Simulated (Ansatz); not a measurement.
Mulliken charges of `N[SiH]O` radical from r2SCAN/def2-TZVPP in Ansatz (PBE0-D4/def2-TZVP geometry).

```
atom   x (Å)   y (Å)   z (Å)  charge (e)
  N1  -0.695   0.548  -0.575      -0.434
 Si2   0.293   0.159   0.781       0.444
  O3   1.623  -0.672   0.270      -0.417
  H4  -0.356   1.168  -1.295       0.161
  H5  -1.686   0.673  -0.433       0.159
  H6  -0.599  -0.662   1.665      -0.110
  H7   1.481  -1.282  -0.459       0.195
```

**Question.** By hand: the dipole of these point charges (1 e Å = 4.8032 D).

**Answer.** Σ q r = (-0.216, 0.231, -0.066) e Å, of length 0.323 e Å = 1.55 D.

**Question.** How does the dipole of the full density compare? (An estimate is asked.)

**Answer.** Computed: (-0.316, 0.068, -0.372) e Å, 2.37 D; the point charges give 0.65 times that, at 47° from its direction.

Point charges leave out the atoms' own dipoles, such as those of lone pairs, and Mulliken's split depends on the basis, so the two needn't agree.
